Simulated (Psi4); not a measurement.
# CH2BN− (SMILES [BH2-]C#N) at 3 levels

Wanted: a comparison of 3 runs (UHF/STO-3G, UB2PLYP/pcseg-1, U-r2SCAN/cc-pVTZ) of CH2BN−. 

The results are computed with Psi4 1.11.

## 1. The system as given

CH2BN−: 5 atoms, total charge -1, spin state doublet. SMILES: `[BH2-]C#N`. The shape is that of a GFN2-xTB optimisation.

Bond lengths: B1–C2 1.464 Å, C2–N3 1.188 Å, B1–H4 1.209 Å, B1–H5 1.209 Å. Angles: B1–C2–N3 179.9°, C2–B1–H4 120.8°, C2–B1–H5 120.8°, H4–B1–H5 118.3°.

## 2. Energy and gradient at UHF/STO-3G (run 1)

Input file calc.dat:

```
memory 1.6 GB

molecule geom {
  -1 2
  B     -0.479260     0.201310    -0.246440
  C      0.740110    -0.310900     0.381160
  N      1.729380    -0.727540     0.890010
  H     -0.889380    -0.271730    -1.280950
  H     -1.100840     1.108860     0.256220
  symmetry c1
  no_reorient
  no_com
}

set globals {
  basis STO-3G
  reference uhf
  puream true
  e_convergence 1e-09
  d_convergence 1e-08
  scf_type pk
  maxiter 200
}

gradient('hf')
print_variables()
```

Launch:

```bash
psi4 -i calc.dat -o calc.out -n 1
```

calc.out:

```text
[...]
  Running in c1 symmetry.
[...]
  Nuclear repulsion =   46.054610857130797
[...]
  Multiplicity = 2
[...]
  Nalpha       = 11
  Nbeta        = 10
[...]
    Number of basis functions: 17
[...]
   @UHF iter   1:  -116.43148731491868   -2.05893e+00   1.90893e-02 DIIS/ADIIS
[...]
   @UHF iter  19:  -116.52305786236711   -3.26850e-13   3.65328e-09 DIIS
[...]
   @S^2 Observed:                1.010277191E+00
[...]
    Orbital Energies [Eh]
    ---------------------
    Alpha Occupied:
       1A    -15.007387     2A    -10.688627     3A     -6.989322
       4A     -0.881946     5A     -0.444911     6A     -0.256469
       7A     -0.194926     8A     -0.184068     9A     -0.168906
      10A     -0.114325    11A      0.083373
    Alpha Virtual:
      12A      0.639483    13A      0.712576    14A      0.973140
      15A      1.070371    16A      1.142550    17A      1.597764
    Beta Occupied:
[...]
  @UHF Final Energy:  -116.52305786236711
   => Energetics <=
    Nuclear Repulsion Energy =             46.0546108571307968
    One-Electron Energy =                -255.6501495577915932
    Two-Electron Energy =                  93.0724808382936857
    Total Energy =                       -116.5230578623671107
  UHF NO Occupations:
  HONO-2 :    9  A 1.9401818
  HONO-1 :   10  A 1.9337021
[...]
 Multipole Moments:
 ------------------------------------------------------------------------------------
     Multipole            Electronic (a.u.)      Nuclear  (a.u.)        Total (a.u.)
 ------------------------------------------------------------------------------------
 L = 1.  Multiply by 2.5417464519 to convert [e a0] to [Debye]
 Dipole X            :        -23.6064782           22.9786917           -0.6277865
 Dipole Y            :          9.9293040           -9.6650043            0.2642997
 Dipole Z            :        -12.1530372           11.8298745           -0.3231626
 Magnitude           :                                                    0.7539259
[...]
  -Total Gradient:
     Atom            X                  Y                   Z
    ------   -----------------  -----------------  -----------------
       1        0.028947575358    -0.012277613471     0.014836400728
       2        0.014282771144    -0.005950716824     0.007380408484
       3       -0.017807209146     0.007464066178    -0.009177427784
       4       -0.010259288038    -0.010512191943    -0.024197926336
       5       -0.015163849318     0.021276456060     0.011158544908
[...]
```

It took 1.3 s on 1 thread of Intel Xeon 6975P-C (Granite Rapids), shared host; peak memory 0.18 GiB.

## 3. A single-point energy at UB2PLYP/pcseg-1 (density fitting for correlation) (run 2)

Input file job.inp:

```
memory 1600 mb

molecule geom {
  -1 2
  B     -0.479260     0.201310    -0.246440
  C      0.740110    -0.310900     0.381160
  N      1.729380    -0.727540     0.890010
  H     -0.889380    -0.271730    -1.280950
  H     -1.100840     1.108860     0.256220
  units angstrom
  symmetry c1
  no_reorient
  no_com
}

set reference uks
set puream true
set e_convergence 1e-09
set d_convergence 1e-08
set scf_type pk
set dft_radial_points 99
set dft_spherical_points 590
set num_frozen_docc 3
set maxiter 200

E = energy("b2plyp/pcseg-1")
```

Launch:

```bash
psi4 -i job.inp -o job.out -n 1
```

job.out:

```text
[...]
  Running in c1 symmetry.
[...]
  Nuclear repulsion =   46.054610857130797
[...]
  Multiplicity = 2
[...]
  Nalpha       = 11
  Nbeta        = 10
[...]
    Number of basis functions: 52
[...]
   @UKS iter   1:  -118.46437879404536   -8.73782e-01   9.30645e-03 ADIIS/DIIS
[...]
   @UKS iter  16:  -118.63183594864624   -5.54223e-13   3.22875e-09 DIIS
[...]
   @S^2 Observed:                7.748210654E-01
[...]
    Orbital Energies [Eh]
    ---------------------
    Alpha Occupied:
       1A    -14.611323     2A    -10.413373     3A     -6.859600
       4A     -0.805400     5A     -0.462856     6A     -0.275869
       7A     -0.220688     8A     -0.219033     9A     -0.205599
      10A     -0.144696    11A      0.007642
    Alpha Virtual:
      12A      0.294702    13A      0.332082    14A      0.342532
      15A      0.353207    16A      0.468473    17A      0.470624
      18A      0.478089    19A      0.554164    20A      0.608112
      21A      0.794252    22A      0.816531    23A      0.873263
      24A      0.884584    25A      0.926156    26A      0.960447
[...]
  @UKS Final Energy:  -118.63183594864624
   => Energetics <=
    Nuclear Repulsion Energy =             46.0546108571307968
    One-Electron Energy =                -255.1175322160655696
    Two-Electron Energy =                  98.7018333143590638
    DFT Exchange-Correlation Energy =      -8.2707479040705270
    Empirical Dispersion Energy =           0.0000000000000000
    VV10 Nonlocal Energy =                  0.0000000000000000
    Total Energy =                       -118.6318359486462413
[...]
 Multipole Moments:
 ------------------------------------------------------------------------------------
     Multipole            Electronic (a.u.)      Nuclear  (a.u.)        Total (a.u.)
 ------------------------------------------------------------------------------------
 L = 1.  Multiply by 2.5417464519 to convert [e a0] to [Debye]
 Dipole X            :        -23.9022491           22.9786917           -0.9235573
 Dipole Y            :         10.0538216           -9.6650043            0.3888173
 Dipole Z            :        -12.3054914           11.8298745           -0.4756169
 Magnitude           :                                                    1.1092107
[...]
```

Wall time 8.7 s (1 thread of Intel Xeon 6975P-C (Granite Rapids), shared host); peak memory 0.6 GiB.

## 4. Energy and gradient at U-r2SCAN/cc-pVTZ (run 3)

Input file ch2bn.py:

```python
import psi4

psi4.set_memory(1600000000)
psi4.set_num_threads(1)
psi4.set_output_file('run.log', False)

molecule = psi4.geometry("""
-1 2
B     -0.479260     0.201310    -0.246440
C      0.740110    -0.310900     0.381160
N      1.729380    -0.727540     0.890010
H     -0.889380    -0.271730    -1.280950
H     -1.100840     1.108860     0.256220
symmetry c1
no_reorient
no_com
""")

psi4.set_options({
    'reference': 'uks',
    'puream': True,
    'e_convergence': 1e-09,
    'd_convergence': 1e-08,
    'scf_type': 'pk',
    'dft_radial_points': 99,
    'dft_spherical_points': 590,
    'maxiter': 200,
})

energy_value, wavefunction = psi4.gradient("r2scan/cc-pVTZ", return_wfn=True)
psi4.oeprop(wavefunction, "DIPOLE", "WIBERG_LOWDIN_INDICES", "MULLIKEN_CHARGES")
print('gradient / Eh bohr^-1')
print(energy_value.np.round(6))
print(f'energy = {wavefunction.energy():.10f} Eh')
```

Launch:

```bash
python ch2bn.py
```

run.log:

```text
[...]
  Running in c1 symmetry.
[...]
  Nuclear repulsion =   46.054610857130797
[...]
  Multiplicity = 2
[...]
  Nalpha       = 11
  Nbeta        = 10
[...]
    Number of basis functions: 118
[...]
   @UKS iter   1:  -118.56923386052823   -5.02072e-01   6.10681e-03 DIIS/ADIIS
[...]
   @UKS iter  14:  -118.88171924888006   -4.91696e-12   9.17057e-09 DIIS
[...]
   @S^2 Observed:                7.635885979E-01
[...]
  @UKS Final Energy:  -118.88171924888006
   => Energetics <=
    Nuclear Repulsion Energy =             46.0546108571307968
    One-Electron Energy =                -255.3481290258773981
    Two-Electron Energy =                 107.6252974406296232
    DFT Exchange-Correlation Energy =     -17.2134985207630855
    Empirical Dispersion Energy =           0.0000000000000000
    VV10 Nonlocal Energy =                  0.0000000000000000
    Total Energy =                       -118.8817192488800600
[...]
  -Total Gradient:
     Atom            X                  Y                   Z
    ------   -----------------  -----------------  -----------------
       1        0.022854262337    -0.009696839714     0.011710844389
       2       -0.035895696969     0.015173427611    -0.018449060883
       3        0.015007209634    -0.006359818970     0.007706584145
       4       -0.000993118151     0.000641205468    -0.000241192564
       5       -0.000959325891     0.000236919481    -0.000720944025
[...]
 Multipole Moments:
 ------------------------------------------------------------------------------------
     Multipole            Electronic (a.u.)      Nuclear  (a.u.)        Total (a.u.)
 ------------------------------------------------------------------------------------
 L = 1.  Multiply by 2.5417464519 to convert [e a0] to [Debye]
 Dipole X            :        -23.8933314           22.9786917           -0.9146396
 Dipole Y            :         10.0500380           -9.6650043            0.3850337
 Dipole Z            :        -12.3009279           11.8298745           -0.4710534
 Magnitude           :                                                    1.0985026
[...]
  Mulliken Charges: (a.u.)
   Center  Symbol    Alpha    Beta     Spin     Total
       1     B     3.22088  2.26772  0.95316 -0.48860
       2     C     2.93042  3.09522 -0.16480 -0.02565
       3     N     3.83202  3.48532  0.34670 -0.31733
       4     H     0.50830  0.57584 -0.06754 -0.08414
       5     H     0.50838  0.57590 -0.06753 -0.08428
   Total alpha = 11.00000, Total beta = 10.00000, Total charge = -1.00000
  Wiberg Bond Indices using Orthogonal Lowdin Orbitals:
  Total Bond Index:
[...]
```

Standard output:

```text
gradient / Eh bohr^-1
[[ 0.022854 -0.009697  0.011711]
 [-0.035896  0.015173 -0.018449]
 [ 0.015007 -0.00636   0.007707]
 [-0.000993  0.000641 -0.000241]
 [-0.000959  0.000237 -0.000721]]
energy = -118.8817192489 Eh
```

Wall time 53 s (1 thread of Intel Xeon 6975P-C (Granite Rapids), shared host); peak memory 0.73 GiB.

## 5. Overview of the runs

```tsv
run	level	task	frozen core orbitals	energy (Eh)	HOMO energy (eV)	LUMO energy (eV)	⟨S²⟩	wall time
1	UHF/STO-3G	gradient	0	-116.523058	2.27	15.80	1.010	1.3 s
2	UB2PLYP/pcseg-1 (density fitting for correlation)	energy	3	-118.756110	0.21	5.65	0.775	8.7 s
3	U-r2SCAN/cc-pVTZ	gradient	0	-118.881719	1.55	3.69	0.764	53 s
```

## 6. Summary of results

| quantity | value |
| --- | --- |
| run 3: total energy | -118.88172 Eh |
| run 3: HOMO energy (highest over α and β) | 1.55 eV |
| run 3: LUMO energy (lowest over α and β) | 3.69 eV |
| run 3: ⟨S²⟩ | 0.764 |
| run 3: largest force on an atom | 2.217 eV/Å |

Totals of different functionals can't be ranked against each other. In runs 1, 2, 3 the HOMO lies above zero, so the outermost electron may be held by the basis alone. In run 1 the basis is minimal, so the values are rough. Spin contamination of the reference: run 1 ⟨S²⟩ = 1.01. All runs together took 63 s, the longest 53 s.
